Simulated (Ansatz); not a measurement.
Total energies of C2H3F3O (`OCC(F)(F)F`).

```tsv
atom	x (Å)	y (Å)	z (Å)
O1	1.1245	-0.6268	0.9770
C2	-0.1839	-0.4309	0.5362
C3	-0.2401	0.3382	-0.7677
F4	0.3692	-0.2997	-1.7658
F5	0.3552	1.5370	-0.6376
F6	-1.5095	0.5539	-1.1304
H7	1.5198	0.2293	1.1658
H8	-0.6281	-1.4123	0.3641
H9	-0.8071	0.1113	1.2582
```

Charge 0, multiplicity 1. The structure was optimised at the PBE0-D4/def2-TZVP level. It is one conformer, not always the lowest. Basis def2-TZVPP, Ansatz.

RPA on PBE orbitals: Hartree–Fock energy of these orbitals -450.79533 Eh, correlation -1.98733 Eh (frozen core).

```
functional                                  kind  energy without D4 (Eh)  D4 term (kJ/mol)
   LC-ωPBE           long-range corrected hybrid              -452.72798                 –
   ωB97X-V  range-separated hybrid GGA with VV10              -452.83203                 –
```

(1) Give the same for LDA (SPW92), PBE, revPBE, BLYP, r2SCAN, B97M-V, PBE0, B3LYP, r2SCANh, r2SCAN0, HSE06 (plane-wave form), BHLYP, CAM-B3LYP, ωB97M-V, B2PLYP, PBE-QIDH. (Best estimate.)

B3LYP takes the VWN-RPA correlation (the form of Gaussian; ORCA's B3LYP/G). HSE06 is the plane-wave form, built on full-range PBE exchange. The double hybrids freeze the cores in their second-order part.

## Answers

(1) Ansatz gave: 
| functional | kind | energy without D4 (Eh) | D4 term (kJ/mol) |
| --- | --- | --- | --- |
| LDA (SPW92) | LDA | -449.84056 | – |
| PBE | GGA | -452.51883 | -13.5 |
| revPBE | GGA | -452.82358 | -50.8 |
| BLYP | GGA | -452.90696 | -31.1 |
| r2SCAN | meta-GGA | -452.77578 | -3.3 |
| B97M-V | meta-GGA with VV10 | -452.84585 | – |
| PBE0 | global hybrid, 25 % exact exchange | -452.52397 | -11.2 |
| B3LYP | global hybrid, 20 % | -452.97657 | -21.6 |
| r2SCANh | meta-GGA hybrid, 10 % | -452.75110 | -3.5 |
| r2SCAN0 | meta-GGA hybrid, 25 % | -452.71566 | -3.8 |
| HSE06 (plane-wave form) | screened hybrid | -452.50474 | -10.2 |
| BHLYP | global hybrid, 50 % | -452.78311 | -14.1 |
| CAM-B3LYP | range-separated hybrid | -452.85088 | -11.0 |
| ωB97M-V | range-separated hybrid meta-GGA with VV10 | -452.85610 | – |
| B2PLYP | double hybrid | -452.70270 | – |
| PBE-QIDH | double hybrid | -452.46724 | – |

LC-ωPBE has ω = 0.4 bohr⁻¹.
